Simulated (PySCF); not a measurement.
carbonyl sulfide (COS), SMILES O=C=S. Heavy atoms are numbered as in [O:1]=[C:2]=[S:3].

The structure is a stationary point at B3LYP-D3(BJ)/def2-TZVP.

The numbers are results of HF/def2-TZVPD in PySCF, not measurements.

ESP charges are fitted to the potential on shells at 1.4 to 2.0 van der Waals radii. Atomic charges (e), one atom of each kind:

| atom | ESP fit | IAO |
|---|---|---|
| O1 | ? | -0.36 |
| C2 | ? | 0.41 |
| S3 | ? | -0.05 |

**Question.** Fill in the missing entries. (An estimate is asked for; the answer gives what the named calculation found.)

**Answer.** 
- O1, ESP fit: -0.20
- C2, ESP fit: 0.27
- S3, ESP fit: -0.07
